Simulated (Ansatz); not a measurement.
Basis-set extrapolation for C8H18 (`CCCCC(C)CC`) (PBE0-D4/def2-TZVP geometry, frozen core, the Gaussian-basis code of Ansatz). Multiplicity 1, RHF reference.

|  | def2-TZVPP | def2-QZVPP |
| --- | --- | --- |
| HF | -313.546274 | -313.561134 |
| MP2 correlation | -1.420392 | -1.507398 |
| CCSD(T) correlation | -1.570377 | not run |

Energies in hartree. Use E(X) = E(∞) + A·exp(−7.88·√X) for Hartree–Fock and E(X) = E(∞) + B·X^(−2.97) for correlation, with X = 3 and 4, and add CCSD(T) minus MP2 of the smaller set to the MP2 limit.

Problem. What is the CCSD(T) energy at the basis-set limit?

Solution. HF limit: -313.561134 + (-0.014860) × 0.13774 = -313.56318. MP2 limit: -1.507398 + (-0.087006) × 0.74074 = -1.57185. Higher-order term: -1.570377 − (-1.420392) = -0.14998. Total: -315.28501 hartree, 105.6 kcal/mol below CCSD(T)/def2-TZVPP.
